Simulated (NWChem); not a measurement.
All runs are NWChem calculations. System: formaldehyde (CH2O), charge 0, spin multiplicity 1, at a geometry optimised with PBE0/def2-SVP. Level: CR-CCSD(T)/def2-SVP, 2 core orbitals frozen.

Output (cleaned and shortened):

```
             Northwest Computational Chemistry Package (NWChem) 7.3.0
             --------------------------------------------------------

                                NWChem Input Module
                                -------------------

 Scaling coordinates for geometry "geometry" by  1.889725989
 (inverse scale =  0.529177249)

 Turning off AUTOSYM since
 SYMMETRY directive was detected!

                             Geometry "geometry" -> ""
                             -------------------------

 Output coordinates in angstroms (scale by  1.889725989 to convert to a.u.)

  No.       Tag          Charge          X              Y              Z
 ---- ---------------- ---------- -------------- -------------- --------------
    1 C                    6.0000     0.00000000     0.00000000     0.52280200
    2 O                    8.0000     0.00000000     0.00000000    -0.67326900
    3 H                    1.0000    -0.94442800     0.00000000     1.12467000
    4 H                    1.0000     0.94442800     0.00000000     1.12467000

 Effective nuclear repulsion energy (a.u.)      31.3560320609

            Nuclear Dipole moment (a.u.)
            ----------------------------
        X                 Y               Z
 ---------------- ---------------- ----------------
     0.0000000000     0.0000000000     0.0000000000

      Symmetry information
      --------------------

 Group name             C2v
 Group number             16
 Group order               4
 No. of unique centers     3

      Symmetry unique atoms

     1    2    3


 Summary of "ao basis" -> "" (spherical)
 ------------------------------------------------------------------------------
       Tag                 Description            Shells   Functions and Types
 ---------------- ------------------------------  ------  ---------------------
 *                          def2-svp                  on all atoms

 Summary of "ao basis" -> "ao basis" (spherical)
 ------------------------------------------------------------------------------
       Tag                 Description            Shells   Functions and Types
 ---------------- ------------------------------  ------  ---------------------
 C                          def2-svp                 6       14   3s2p1d
 O                          def2-svp                 6       14   3s2p1d
 H                          def2-svp                 3        5   2s1p

                                 NWChem SCF Module
                                 -----------------

  ao basis        = "ao basis"
  functions       =    38
  atoms           =     4
  closed shells   =     8
  open shells     =     0
  charge          =   0.00
  wavefunction    = RHF
  use symmetry    = T
  symmetry adapt  = T

 Summary of "ao basis" -> "ao basis" (spherical)
 ------------------------------------------------------------------------------
       Tag                 Description            Shells   Functions and Types
 ---------------- ------------------------------  ------  ---------------------
 C                          def2-svp                 6       14   3s2p1d
 O                          def2-svp                 6       14   3s2p1d
 H                          def2-svp                 3        5   2s1p

      Symmetry analysis of basis
      --------------------------

        a1         18
        a2          3
        b1         10
        b2          7

 Forming initial guess at       0.0s

      Superposition of Atomic Density Guess
      -------------------------------------

 Sum of atomic energies:        -113.31452241

      Non-variational initial energy
      ------------------------------

 Total energy =    -114.010168
 1-e energy   =    -216.044953
 2-e energy   =      70.678752
 HOMO         =      -0.327179
 LUMO         =      -0.035310

      Symmetry analysis of molecular orbitals - initial
      -------------------------------------------------

  Numbering of irreducible representations:

     1 a1          2 a2          3 b1          4 b2

  Orbital symmetries:

     1 a1          2 a1          3 a1          4 a1          5 b1
     6 a1          7 b2          8 b1          9 b2         10 a1
    11 b1         12 a1         13 a1         14 b2         15 b1
[...]
     5      0.339259  1 C  py                 8      0.204496  1 C  py

 Vector    8  Occ=2.000000D+00  E=-4.381674D-01  Symmetry=b1
              MO Center= -1.1D-16, -7.1D-32, -4.4D-03, r^2= 1.6D+00
   Bfn.  Coefficient  Atom+Function         Bfn.  Coefficient  Atom+Function
  ----- ------------  ---------------      ----- ------------  ---------------
    18      0.535468  2 O  px                21      0.424769  2 O  px
    29      0.271502  3 H  s                 34     -0.271502  4 H  s
     4     -0.199683  1 C  px                30      0.180289  3 H  s
    35     -0.180289  4 H  s

 Vector    9  Occ=0.000000D+00  E= 1.337561D-01  Symmetry=b2
              MO Center=  7.4D-17, -2.2D-16,  2.7D-01, r^2= 1.7D+00
   Bfn.  Coefficient  Atom+Function         Bfn.  Coefficient  Atom+Function
  ----- ------------  ---------------      ----- ------------  ---------------
     8      0.716061  1 C  py                22     -0.531505  2 O  py
     5      0.403362  1 C  py                19     -0.376529  2 O  py

 Vector   10  Occ=0.000000D+00  E= 1.879561D-01  Symmetry=a1
              MO Center= -2.2D-16,  1.7D-17,  1.4D+00, r^2= 3.9D+00
   Bfn.  Coefficient  Atom+Function         Bfn.  Coefficient  Atom+Function
  ----- ------------  ---------------      ----- ------------  ---------------
     3      2.126838  1 C  s                 30     -1.575367  3 H  s
    35     -1.575367  4 H  s                  9      0.724225  1 C  pz
     6      0.189998  1 C  pz                 2      0.182810  1 C  s

 Vector   11  Occ=0.000000D+00  E= 2.569101D-01  Symmetry=b1
              MO Center= -1.3D-15,  2.7D-31,  1.4D+00, r^2= 4.1D+00
   Bfn.  Coefficient  Atom+Function         Bfn.  Coefficient  Atom+Function
  ----- ------------  ---------------      ----- ------------  ---------------
    30      1.812267  3 H  s                 35     -1.812267  4 H  s
     7      1.367723  1 C  px                 4      0.358890  1 C  px
    21     -0.312023  2 O  px

 center of mass
 --------------
 x =   0.00000000 y =   0.00000000 z =  -0.14031391

 moments of inertia (a.u.)
 ------------------
          46.117869619769           0.000000000000           0.000000000000
           0.000000000000          52.538098386157           0.000000000000
           0.000000000000           0.000000000000           6.420228766388

  Mulliken analysis of the total density
  --------------------------------------

    Atom       Charge   Shell Charges
 -----------   ------   -------------------------------------------------------
    1 C    6     5.73   1.99  0.90  0.25  1.87  0.63  0.09
    2 O    8     8.34   1.99  1.08  0.73  2.79  1.73  0.02
    3 H    1     0.96   0.76  0.18  0.02
    4 H    1     0.96   0.76  0.18  0.02

       Multipole analysis of the density wrt the origin
       ------------------------------------------------

     L   x y z        total         open         nuclear
     -   - - -        -----         ----         -------
     0   0 0 0     -0.000000      0.000000     16.000000

     1   1 0 0     -0.000000      0.000000      0.000000
     1   0 1 0      0.000000      0.000000      0.000000
     1   0 0 1      1.071359      0.000000      0.000000

     2   2 0 0     -8.527768      0.000000      6.370381
     2   1 1 0     -0.000000      0.000000      0.000000
     2   1 0 1      0.000000      0.000000      0.000000
     2   0 2 0     -8.569019      0.000000      0.000000
     2   0 1 1      0.000000      0.000000      0.000000
     2   0 0 2     -8.973948      0.000000     27.840110

                   NWChem Extensible Many-Electron Theory Module
                   ---------------------------------------------


            General Information
            -------------------
      Number of processors :     1
         Wavefunction type : Restricted Hartree-Fock
          No. of electrons :    16
           Alpha electrons :     8
            Beta electrons :     8
           No. of orbitals :    76
            Alpha orbitals :    38
             Beta orbitals :    38
        Alpha frozen cores :     2
         Beta frozen cores :     2
     Alpha frozen virtuals :     0
      Beta frozen virtuals :     0
         Spin multiplicity : singlet
    Number of AO functions :    38
       Number of AO shells :    18
        Use of symmetry is : on
      Symmetry adaption is : on
         Schwarz screening : 0.10D-09

          Correlation Information
          -----------------------
          Calculation type : Coupled-cluster singles & doubles w/ perturbation
   Perturbative correction : Completely renormalized (T)
            Max iterations :      100
        Residual threshold : 0.10D-05
     T(0) DIIS level shift : 0.00D+00
     L(0) DIIS level shift : 0.00D+00
     T(1) DIIS level shift : 0.00D+00
     L(1) DIIS level shift : 0.00D+00
     T(R) DIIS level shift : 0.00D+00
     T(I) DIIS level shift : 0.00D+00
   CC-T/L Amplitude update :  5-th order DIIS
                I/O scheme : Global Array Library
        L-threshold :  0.10D-05
        EOM-threshold :  0.10D-05
 no EOMCCSD initial starts read in
 TCE RESTART OPTIONS
 SLICE:      F
 D4D5:       F
 quantumc:   F
 qrotation:  F
 pwtce:      F
 qducc:      F
 nacto:                         0
 nrotv:                         0
 nrot:                          0

            Memory Information
            ------------------
          Available GA space size is     249035356 doubles
          Available MA space size is     104855588 doubles

 Maximum block size supplied by input
 Maximum block size        24 doubles

 tile_dim =     13

 -------------------------------------------------

 Global array virtual files algorithm will be used

 Parallel file system coherency ......... OK

 4-electron integrals stored in orbital form

 v2    file size   =           125578
 4-index algorithm nr.  13 is used
 imaxsize =       30
 imaxsize ichop =        0


CCSD iterations
 ---------------------------------------------------------
 Iter          Residuum       Correlation     Cpu    Wall
 ---------------------------------------------------------
    1   0.1478635036599  -0.3155267050749     0.1     0.1
    2   0.0415219260773  -0.3222322144842     0.1     0.1
    3   0.0157985154022  -0.3292153673224     0.1     0.1
    4   0.0074583083459  -0.3302973305620     0.1     0.1
    5   0.0036027222245  -0.3310403599510     0.1     0.1
    6   0.0010677109431  -0.3314132232086     0.1     0.1
    7   0.0004801876968  -0.3314930545702     0.1     0.1
    8   0.0002499918404  -0.3314956851856     0.1     0.1
    9   0.0001405999397  -0.3314969059365     0.1     0.1
   10   0.0000812920599  -0.3315008524809     0.1     0.1
   11   0.0000136068367  -0.3315039418963     0.1     0.1
   12   0.0000050634103  -0.3315045759464     0.1     0.1
   13   0.0000024806868  -0.3315048840622     0.1     0.1
   14   0.0000013809233  -0.3315049231796     0.1     0.1
   15   0.0000007641689  -0.3315049365247     0.1     0.1
 -----------------------------------------------------------------
 Iterations converged
 CCSD correlation energy / hartree =        -0.331504936524682
 CCSD total energy / hartree       =      -114.110188603117393

 Singles contributions

 Doubles contributions
     9b2  (alpha)     9b2  (beta ) ---     7b2  (alpha)     7b2  (beta )       -0.1249013176
 CR-CCSD(T)

 CR-CCSD[T]  correction energy / hartree =        -0.008806266401270
 CR-CCSD[T] correlation energy / hartree =        -0.340311202925952
 CR-CCSD[T] total energy / hartree       =      -114.118994869518659
 CR-CCSD(T)  correction energy / hartree =        -0.008017470725871
 CR-CCSD(T) correlation energy / hartree =        -0.339522407250552
 CR-CCSD(T) total energy / hartree       =      -114.118206073843268

 Task  times  cpu:        2.6s     wall:        2.6s

 Total times  cpu:        2.6s     wall:        2.6s
```

Problem. Write an NWChem input that would produce this output.

Solution. One answer among several that fit: 
```
start mol
memory heap 100 mb stack 700 mb global 1900 mb
geometry units angstroms nocenter noautoz
  C      0.000000     0.000000     0.522802
  O      0.000000     0.000000    -0.673269
  H     -0.944428     0.000000     1.124670
  H      0.944428     0.000000     1.124670
  symmetry group C2v
end
basis spherical
  * library def2-svp
end
scf
  rhf
  nopen 0
  maxiter 100
  thresh 1e-7
  semidirect memsize 60000000 filesize 0
end
tce
  freeze core 2
  cr-ccsd(t)
  2eorb
  2emet 13
  thresh 1e-6
  maxiter 100
  tilesize 24
end
task tce energy
```
